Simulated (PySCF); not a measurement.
Fill in the blanks.

C2H2ClO (charge -1).
SMILES: `C(=C\[O-])/Cl`

```csv
property,level,value
point group,PBE0-D3(BJ)/def2-SVP,?
"rotational constants A, B, C",PBE0-D3(BJ)/def2-SVP,?
HOMO energy,B97-2/pcSseg-2,0.22 eV
LUMO energy,B97-2/pcSseg-2,?
13C chemical shifts (computed TMS as zero) by class,GIAO B97-2/pcSseg-2,?
1H chemical shifts (computed TMS as zero) by class,GIAO B97-2/pcSseg-2,"8.62 (1 H), 4.33 (1 H) ppm"
"isotropic shieldings of nuclei other than C and H, by class",GIAO B97-2/pcSseg-2,?
```

Gas-phase values; electronic properties from PySCF, density fitting. Geometry: PBE0-D3(BJ)/def2-SVP; no solvent, vibrations or thermal averaging. The geometry's basis has no diffuse functions, a weakness for an anion. The HOMO energy is positive, so at this level the finite basis confines the outermost electrons. No diffuse functions stand in pcSseg-2, which bears on an anion's orbital energies.

The rotational constants A, B, C?

52.469, 2.578, 2.457 GHz.

Give the LUMO energy.

5.49 eV.

The 13C chemical shifts (computed TMS as zero) by class?

171.8 (1 C), 81.2 (1 C) ppm.

Give the isotropic shieldings of nuclei other than C and H, by class.

34 (1 O), 928 (1 Cl) ppm.

What is the point group?

Cs.

With B = h/(8π²I), that is 505.379 GHz u Å² over I, the principal moments of inertia are 9.6, 196.0 and 205.7 u Å² (most abundant isotopes). The rotational constants make it an asymmetric top with κ = (2B − A − C)/(A − C) = -1.00, nearer the prolate limit (−1).

For the geometry optimisation (PBE0-D3(BJ)/def2-SVP), time: 7.9 s of wall time. Hardware: Arm Neoverse V1, one thread, on a shared host.
